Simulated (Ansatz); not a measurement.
Wurtzite AlN, relaxed in Ansatz (plane waves) with several semilocal functionals. Each gives its own volume and its own bulk modulus:

```csv
level,V0 (Å³/atom),bulk modulus B0 (GPa),ln V0,ln B0
LDA,10.211,210.2,2.3235,5.3481
r²SCAN,10.403,210.0,2.3421,5.3471
PBE,10.645,192.8,2.3651,5.2617
```

Fit a straight line to ln B0 against ln V0. What does it predict for PBEsol, whose volume is 10.462 Å³/atom?

With x = ln V0 and y = ln B0: means 2.34357 and 5.31897; Σ(Δx Δy) = -0.001859, Σ(Δx²) = 0.0008685, so the slope is -2.14. At x = 2.3477 the line gives y = 5.31897 + (-2.14) × (2.3477 − 2.34357) = 5.3101, or 202.4 GPa. The run with PBEsol gives 200.3 GPa, -1.0 % from the line. The rows used scatter about it by up to 2.5 %, while the largest value lies 9 % above the smallest. For comparison, PBE's own equation of state has B′ = 3.9, the slope −d ln B/d ln V at a fixed functional; the two needn't agree, since functionals also differ at one volume.

Measured: 208 GPa (measured, temperature not stated, not corrected to a static lattice, our sources range from 200 to 211; as tabulated in J. Phys. Chem. B 108, 11506, doi 10.1021/jp048396e, abstract (bulk AlN value …).

Ansatz's density-functional and Hartree–Fock values are scalar-relativistic unless marked +SOC, with PAW data made under PBE.

Ansatz is a program for electronic structure.
